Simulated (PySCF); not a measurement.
# C3H5F (SMILES C=CCF): a chain of runs

Wanted: a geometry optimisation (HF/6-31+G*), then the harmonic vibrations, then a single-point energy (DF-CCSD(T)/BFD-VDZ), then the excited states (EOM-CCSD/pc-1) of C3H5F. The job is set up through a Python script.

Program for the calculation: PySCF 2.14.0.

### Step 1. The structure to begin with

C3H5F: 9 atoms, total charge 0, spin state singlet. As SMILES, `C=CCF`. Geometry: a rough force-field guess. This is one conformer, not always the lowest. The run starts from this shape.

Bond lengths: C1–C2 1.293 Å, C2–C3 1.504 Å, C3–F4 1.277 Å, C1–H5 1.100 Å, C1–H6 1.122 Å, C2–H7 1.111 Å, C3–H8 1.070 Å, C3–H9 1.131 Å. Some angles: C1–C2–C3 125.0°, C2–C3–F4 111.3°, C1–C2–H7 117.9°, C3–C2–H7 117.1°, C2–C1–H5 123.3°, C2–C1–H6 123.1°, C2–C3–H8 108.7°, C2–C3–H9 106.8°, F4–C3–H8 114.3°, F4–C3–H9 105.4°.

### Step 2. A structure relaxation at HF/6-31+G(d) (spherical functions) (run 1)

File mol.xyz:

```xyz
9
C3H5F
C      0.015000     1.282300     0.393900
C      0.459600     0.236800    -0.223100
C     -0.206500    -1.112200    -0.223300
F     -1.262400    -1.107800     0.494100
H      0.483800     2.273900     0.315100
H     -0.966100     1.301600     0.937400
H      1.425500     0.324500    -0.765300
H     -0.363200    -1.417600    -1.236400
H      0.502800    -1.827700     0.290400
```

File job.py:

```python
# C=CCF
from pyscf import gto, scf
from pyscf.geomopt.geometric_solver import kernel as optimise

mol = gto.Mole()
mol.atom = 'mol.xyz'
mol.basis = '6-31+g*'
mol.max_memory = 1860
mol.charge = 0
mol.verbose = 3
mol.build()

mf = scf.RHF(mol)
converged, mol_eq = optimise(mf, maxsteps=100, convergence_set='GAU_TIGHT')
print('converged:', converged)
print(mol_eq.tostring())

mf.reset(mol_eq)
mol = mol_eq
mf.kernel()
e_tot = mf.e_tot
print('E = %.10f Eh' % e_tot)
```

The run is started by

```
$ OMP_NUM_THREADS=1 python job.py
```

What it wrote:

```text
convergence_set           GAU_TIGHT
[... 46 lines left out ...]
> Convergence Criteria:
[... 19 lines left out ...]
converged SCF energy = -215.91149193708
[... 41 lines left out ...]
converged SCF energy = -215.925991329972
[... 62 lines left out ...]
converged SCF energy = -215.927077164005
[... 62 lines left out ...]
converged SCF energy = -215.927120629663
[... 62 lines left out ...]
converged SCF energy = -215.927121744712
[... 53 lines left out ...]
Converged! =D
[... 1 line left out ...]
converged: True
C          -0.01732128        1.32380416        0.37788865
C           0.47802254        0.25273509       -0.21390417
C          -0.14709500       -1.10771731       -0.20873183
[... 5 lines of this table left out ...]
H           0.51137811       -1.83499303        0.25051718
converged SCF energy = -215.927121748423
E = -215.9271217484 Eh
```

Wall time 1.8 min (1 thread of AMD EPYC 7R43 (Zen 3), shared host); peak memory 0.17 GiB.

Steps, from the record of the run:

```
step  energy from the first frame kept (eV)  largest force (eV/Å)
   0                                 0.0000                5.5655
   1                                -0.3812                1.6029
   2                                -0.3945                0.8984
   3                                -0.4149                0.3979
   4                                -0.4224                0.1455
   5                                -0.4241                0.1139
   6                                -0.4252                0.0307
   7                                -0.4253                0.0066
   8                                -0.4253                0.0034
   9                                -0.4253                0.0041
  10                                -0.4253                0.0042
  11                                -0.4253                0.0017
  12                                -0.4253                0.0003
  13                                -0.4253                0.0000
```

After the run. Bond lengths: C1–C2 1.320 Å, C2–C3 1.497 Å, C3–F4 1.372 Å, C1–H5 1.075 Å, C1–H6 1.074 Å, C2–H7 1.079 Å, C3–H8 1.083 Å, C3–H9 1.083 Å. Some angles: C1–C2–C3 125.4°, C2–C3–F4 111.5°, C1–C2–H7 120.3°, C3–C2–H7 114.3°, C2–C1–H5 120.9°, C2–C1–H6 121.8°, C2–C3–H8 111.0°, C2–C3–H9 111.0°, F4–C3–H8 107.3°, F4–C3–H9 107.3°.

### Step 3. The harmonic vibrations at HF/6-31+G(d) (spherical functions) (run 2)

File input.xyz:

```xyz
9

C      0.319982     1.573530     0.237222
C      0.815326     0.502461    -0.354571
C      0.190208    -0.857991    -0.349399
F     -0.985709    -0.868248     0.357351
H      0.830850     2.518053     0.187250
H     -0.603252     1.540574     0.785291
H      1.744690     0.562311    -0.898995
H     -0.036547    -1.184089    -1.357201
H      0.848681    -1.585267     0.109851
```

File calc.py:

```python
# C=CCF
import numpy
from pyscf import gto, symm
from pyscf.hessian import thermo

mol = gto.M(
    atom='input.xyz',
    basis='6-31+g*',
    verbose=3,
    max_memory=1860,
)

mf = mol.RHF()
mf.kernel()

etot = mf.e_tot
print('Final energy', etot)
hess = mf.Hessian().kernel()
modes = thermo.harmonic_analysis(mol, hess)
print('frequencies (1/cm)', numpy.round(modes['freq_wavenumber'], 1))
symm.geom.TOLERANCE = 1e-3  # for the symmetry number
th = thermo.thermo(mf, modes['freq_au'], 200, 101325)
thermo.dump_thermo(mol, th)
```

The run is started by

```
$ OMP_NUM_THREADS=1 python calc.py
```

What it wrote:

```text
converged SCF energy = -215.927121748419
Final energy -215.9271217484187
frequencies (1/cm) [ 177.2  283.3  615.2  654.5  970.9 1092.5 1102.3 1110.4 1159.5 1230.2
 1382.7 1433.3 1560.4 1586.7 1652.5 1869.  3238.2 3278.5 3328.5 3348.7
 3429.2]
temperature 200.0000 [K]
pressure 101325.00 [Pa]
Rotational constants [GHz] 17.71121 5.98820 4.60236
Symmetry number 1
Zero-point energy (ZPE) 0.07861 [Eh]   206378.788 [J/mol]
                           tot       elec      trans        rot        vib
Entropy [J/mol/K]       258.668      0.000    151.525     95.447     11.696
Cv [J/mol/K]             43.135      0.000     12.472     12.472     18.192
Cp [J/mol/K]             51.450      0.000     20.786     12.472     18.192
Internal energy [J/mol]                      2494.338   2494.338 207901.622
Internal energy [Eh]   -215.84604  -215.92712
Enthalpy [J/mol]                             4157.230   2494.338 207901.622
Enthalpy [Eh]          -215.84540
Gibbs free energy [J/mol]                  -26147.684 -16595.047 205562.378
Gibbs free energy [Eh] -215.86511
```

Run time: 80 s. Hardware: 1 thread of AMD EPYC 7R43 (Zen 3), shared host; peak memory 0.17 GiB.

### Step 4. The energy at DF-CCSD(T)/BFD-VDZ (density fitting with cc-pvtz-jkfit, core potential) (run 3)

File start.xyz:

```xyz
9

C     -0.017321     1.323804     0.377889
C      0.478023     0.252735    -0.213904
C     -0.147095    -1.107717    -0.208732
F     -1.323012    -1.117974     0.498018
H      0.493547     2.268327     0.327917
H     -0.940555     1.290848     0.925958
H      1.407387     0.312585    -0.758328
H     -0.373850    -1.433815    -1.216535
H      0.511378    -1.834993     0.250517
```

File calc.py:

```python
from pyscf import gto, scf, cc

mol = gto.M(
    atom='start.xyz',
    max_memory=1860,
    verbose=4,
    ecp={'C': 'bfd', 'F': 'bfd', 'H': 'bfd'},
    basis='bfd-vdz',
)

hf = scf.RHF(mol)
hf = hf.density_fit(auxbasis='cc-pvtz-jkfit')
hf.kernel()

mycc = cc.CCSD(hf).density_fit()
mycc.kernel()
e_t = mycc.ccsd_t()
energy = mycc.e_tot + e_t
print(f'total energy: {energy:.8f} hartree')
dip = hf.dip_moment()
pop, q = hf.mulliken_pop()
```

The run is started by

```
$ OMP_NUM_THREADS=1 python calc.py
```

What it wrote:

```text
PySCF version 2.14.0

[... 64 lines left out ...]
converged SCF energy = -43.4447113169579
[... 27 lines left out ...]
WARN: Even tempered Gaussians are generated as DF auxbasis for  F C H
[... 1 line left out ...]
Init t2, MP2 energy = -44.0301707564624  E_corr(MP2) -0.585459439504493
[... 11 lines left out ...]
RCCSD converged
[... 2 lines left out ...]
total energy: -44.09092427 hartree
Dipole moment(X, Y, Z, Debye):  1.68830,  0.05562, -1.00353
[... 87 lines left out ...]
charge of    8H =     -0.00978
```

Wall time 99 s (1 thread of AMD EPYC 7R43 (Zen 3), shared host); peak memory 0.33 GiB.

### Step 5. The excited states at EOM-CCSD/pc-1 (root kind ee, spin of roots singlet) (run 4)

File run.py:

```python
import numpy
from pyscf import gto, cc

molecule = gto.Mole()
molecule.atom = [
    ('C', (-0.017321, 1.323804, 0.377889)),
    ('C', (0.478023, 0.252735, -0.213904)),
    ('C', (-0.147095, -1.107717, -0.208732)),
    ('F', (-1.323012, -1.117974, 0.498018)),
    ('H', (0.493547, 2.268327, 0.327917)),
    ('H', (-0.940555, 1.290848, 0.925958)),
    ('H', (1.407387, 0.312585, -0.758328)),
    ('H', (-0.373850, -1.433815, -1.216535)),
    ('H', (0.511378, -1.834993, 0.250517)),
]
molecule.basis = 'pc-1'
molecule.max_memory = 1860
molecule.verbose = 4
molecule.spin = 0
molecule.build()

mf = molecule.RHF()
mf.kernel()

mycc = cc.CCSD(mf, frozen=4)
mycc.kernel()
e_tot = mycc.e_tot
print('E = %.10f Eh' % e_tot)

e, vec = mycc.eomee_ccsd_singlet(nroots=5)
roots = numpy.atleast_1d(e) * 27.211386
print('EOM-EE-CCSD roots (eV)')
for i, w in enumerate(roots, 1):
    print('%3d %10.4f' % (i, w))
```

The run is started by

```
$ OMP_NUM_THREADS=1 python run.py
```

What it wrote:

```text
PySCF version 2.14.0

[... 63 lines left out ...]
converged SCF energy = -215.865630774666
[... 12 lines left out ...]
Init t2, MP2 energy = -216.453926911757  E_corr(MP2) -0.588296137090835
[... 11 lines left out ...]
CCSD converged
[... 3 lines left out ...]
******** <class 'pyscf.cc.eom_rccsd.EOMEESinglet'> ********
max_space = 20
max_cycle = 50
conv_tol = 1e-07
partition = None
EOM-CCSD root 0 E = 0.3143423784107324  qpwt = 0.957827  conv = True
EOM-CCSD root 1 E = 0.3206727232366628  qpwt = 0.968601  conv = True
EOM-CCSD root 2 E = 0.333464310368123  qpwt = 0.942927  conv = True
EOM-CCSD root 3 E = 0.3527779177528356  qpwt = 0.953388  conv = True
EOM-CCSD root 4 E = 0.3656644452719023  qpwt = 0.954654  conv = True
EOM-EE-CCSD roots (eV)
  1     8.5537
  2     8.7259
  3     9.0740
  4     9.5996
  5     9.9502
```

It took 90 s on 1 thread of AMD EPYC 7R43 (Zen 3), shared host; peak memory 0.55 GiB.

The roots found:

```csv
excited state,energy (eV)
1,8.554
2,8.726
3,9.074
4,9.600
5,9.950
```

### Step 6. Results

```
                                                                 quantity             value
                               run 1, HF/6-31+G*: total energy at the end     -215.92712 Eh
                                         run 1, HF/6-31+G*: dipole moment            2.01 D
                                           run 1, HF/6-31+G*: HOMO energy         -10.20 eV
                                           run 1, HF/6-31+G*: LUMO energy           2.18 eV
                                         run 1, HF/6-31+G*: HOMO–LUMO gap          12.38 eV
                            run 2, HF/6-31+G*: lowest harmonic wavenumber          177 cm⁻¹
                           run 2, HF/6-31+G*: highest harmonic wavenumber         3429 cm⁻¹
                                     run 2, HF/6-31+G*: zero-point energy      206.4 kJ/mol
run 2, HF/6-31+G*: ideal-gas entropy at 200 K (symmetry number 1 as used)  61.8 cal/(mol K)
                                  run 3, DF-CCSD(T)/BFD-VDZ: total energy      -44.09092 Eh
          run 3, DF-CCSD(T)/BFD-VDZ: dipole moment (Hartree–Fock density)            1.96 D
           run 3, DF-CCSD(T)/BFD-VDZ: HOMO energy (Hartree–Fock orbitals)         -10.23 eV
           run 3, DF-CCSD(T)/BFD-VDZ: LUMO energy (Hartree–Fock orbitals)           4.49 eV
         run 3, DF-CCSD(T)/BFD-VDZ: HOMO–LUMO gap (Hartree–Fock orbitals)          14.72 eV
                            run 3, DF-CCSD(T)/BFD-VDZ: correlation energy        -646.2 mEh
                                run 3, DF-CCSD(T)/BFD-VDZ: (T) correction        -17.13 mEh
                                 run 3, DF-CCSD(T)/BFD-VDZ: T1 diagnostic             0.010
                  run 4, EOM-CCSD/pc-1: ground-state or mean-field energy     -216.48986 Eh
               run 4, EOM-CCSD/pc-1: dipole moment (Hartree–Fock density)            2.03 D
                run 4, EOM-CCSD/pc-1: HOMO energy (Hartree–Fock orbitals)         -10.24 eV
                run 4, EOM-CCSD/pc-1: LUMO energy (Hartree–Fock orbitals)           4.23 eV
              run 4, EOM-CCSD/pc-1: HOMO–LUMO gap (Hartree–Fock orbitals)          14.47 eV
        run 4, EOM-CCSD/pc-1: correlation energy (4 core orbitals frozen)        -624.2 mEh
                                      run 4, EOM-CCSD/pc-1: T1 diagnostic             0.011
                   run 4, EOM-CCSD/pc-1: lowest singlet excitation energy           8.55 eV
```

In words: The optimisation (run 1, HF/6-31+G*) took 13 steps and changed the energy by -0.425 eV. All 21 modes (run 2, HF/6-31+G*) are real, so the shape is a minimum at this level. Mulliken charges (run 3, DF-CCSD(T)/BFD-VDZ) of the mean-field density run from -0.36 on F4 to +0.47 on C3; they depend strongly on the basis. The triples (run 3, DF-CCSD(T)/BFD-VDZ) make up 2.7 % of the correlation energy. The basis has no diffuse functions, so Rydberg states are missing or pushed up, and the true lowest state may lie lower.
